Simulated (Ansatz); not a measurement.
# SiGePH, triplet in cc-pVDZ: errors against UCCSDT(Q)

Geometry: displaced at random from a stationary point.

```xyz
4

Ge    0.0653    0.2069    0.9394
Si   -0.2141    0.7903   -1.5390
P     0.0027   -1.2496   -0.7443
H     1.1738    1.4695   -1.9463
```

Basis cc-pVDZ; Ansatz 0.2.0. Correlated methods freeze the noble-gas cores and the filled d shells of p-block atoms, which leaves 14 electrons in 44 orbitals. Prefix R: restricted or restricted open-shell reference; prefix U: unrestricted. No spin–orbit coupling is included, and no scalar relativity.

Full CI isn't at hand for all of this; UCCSDT(Q) serves as the reference, and is uncertain by about the last step of the cluster series. The frozen core follows each run's orbitals, which can shift R against U totals by a few meV for light atoms and by up to 0.1 eV past Ca.

- UHF ⟨S²⟩: 2.066
- T1 diagnostic (RCCSD): 0.0363
- largest doubles amplitude (RCCSD): 0.076
- T1 diagnostic (UCCSD): 0.0348

```tsv
level	E − E(UCCSDT(Q)) (kJ/mol)	wall time
UHF	830.9	–
UMP2	145.4	–
UCCSD	53.0	–
UCCSD(T)	8.8	17 s
UCCSDT	4.7	–
```

Run but not shown, since their state, orbitals or frozen core can't be matched to the reference's or they repeat it: RHF, RMP2, CISD, RCCSD, RCCSD(T), BCCD(T), RCCSDT, RCCSDT(Q).

Times hold each run's SCF and search for its determinant on a shared host, so for small cases they say little of a method's own cost; they ran on 1 thread of Arm Neoverse V2.
